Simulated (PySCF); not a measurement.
## Mg: ionisation energy

Mg [Ne] 3s2 (1S) → Mg⁺ [Ne] 3s1 (2S), as a difference of total energies. Computed with PySCF 2.14 in dyall-av3z, with the spin-free X2C one-electron Hamiltonian (Gaussian nucleus). Correlated levels: valence: [Ne] frozen; virtual orbitals above 40 to 60 times the deepest correlated orbital energy dropped. The calculations carry no spin-orbit coupling.

```csv
method,ionisation energy (eV)
UHF,6.615
MP2 (valence),7.270
SCS-MP2 (valence),7.401
CCSD (valence),7.537
```

Errors of the correlated levels include the incompleteness of this basis and the frozen core.

With two correlated electrons CCSD is exact in that space.

**Question.** Which method comes closest to the reference value, and which is furthest?

**Answer.** The reference is 7.646 eV (measured; NIST Atomic Spectra Database, ionization energies). Closest: CCSD (valence) (error -0.109 eV); furthest: UHF (error -1.031 eV).
